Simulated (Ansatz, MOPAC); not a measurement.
System: C₃H₂N, charge 0, multiplicity 2. SMILES: C=[C]C#N

Atoms: C1, C2, C3, H4, H5, N6. Bonds: C1-C2, C1-H4, C1-H5, C2-C3, C3-N6.

Bond lengths (Å) and angles (degrees) optimised at AM1 with MOPAC; MNDO with MOPAC; PBE/6-31G* with Ansatz (an electronic-structure program); B3LYP/LANL2DZ with Ansatz, each started from the B3LYP-D3(BJ)/def2-TZVP structure (Ansatz) of the last column. A row stands for all coordinates that are equal there. 6-31G* holds six Cartesian d functions. No wavenumbers were computed at MNDO, PBE/6-31G*, B3LYP/LANL2DZ, so these may be saddle points.

```csv
coordinate,AM1,MNDO,PBE/6-31G*,B3LYP/LANL2DZ,B3LYP-D3(BJ)/def2-TZVP
C1-C2,1.295,1.313,1.314,1.324,1.300
C1-H4,1.103,1.091,1.101,1.093,1.089
C1-H5,1.103,1.091,1.101,1.091,1.087
C2-C3,1.344,1.350,1.335,1.347,1.335
C3-N6,1.177,1.174,1.200,1.207,1.173
C1-C2-C3,180.0,180.0,179.9,165.4,163.8
C2-C3-N6,180.0,180.0,180.0,176.9,176.4
C2-C1-H4,122.2,122.6,122.0,121.8,121.6
C2-C1-H5,122.2,122.6,122.0,121.8,121.8
H4-C1-H5,115.7,114.9,115.9,116.4,116.5
```

Mean signed difference of all 5 bond lengths from B3LYP-D3(BJ)/def2-TZVP: AM1 0.008 Å, MNDO 0.007 Å, PBE/6-31G* 0.013 Å, B3LYP/LANL2DZ 0.016 Å.
